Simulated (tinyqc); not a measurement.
The basis set: RHF and MP2 along a ladder of basis sets, for HF, spin multiplicity 1. Computed by the program tinyqc with PySCF. Same geometry throughout; the dipole is taken about the origin.

Geometry (angstrom):
```
atom       x       y       z
F     0.0000  0.0000  0.0000
H     0.0000  0.0000  0.8510
```

RHF and frozen-core MP2 in a ladder of bases:
```
basis        functions  E(RHF) (hartree)  E(MP2 corr) (hartree)  HOMO (eV)  LUMO (eV)  dipole (debye)
sto-3g               6         -98.55538               -0.01460    -12.709     19.070           1.354
3-21g               11         -99.45045               -0.11780    -16.448      7.942           2.087
6-31g**             19        -100.00670               -0.17888    -17.246      6.487           1.861
cc-pvdz             19        -100.01602               -0.19873    -17.303      5.355           1.818
aug-cc-pvdz         32        -100.03028               -0.21842    -17.898      1.021           1.805
cc-pvtz             44        -100.05525               -0.26855    -17.697      4.153           1.816
```

Estimate the missing row, basis = 6-31g.

Computed row:
```
basis  functions  E(RHF) (hartree)  E(MP2 corr) (hartree)  HOMO (eV)  LUMO (eV)  dipole (debye)
6-31g         11         -99.97702               -0.12409    -17.336      6.192           2.203
```

From cc-pVDZ to cc-pVTZ the RHF energy falls by 39.2 mhartree and the correlation energy by 69.8. If valence correlation converges as X^-3, (27 E(T) - 8 E(D))/19 gives -0.2980 hartree, a rough estimate from such small X that usually falls short; STO-3G holds about 5 % of it. Beyond STO-3G the LUMO moves by 6.9 eV and the HOMO by 1.4 eV; diffuse functions lower the positive LUMO sharply, since an unbound virtual level tracks the most diffuse function.
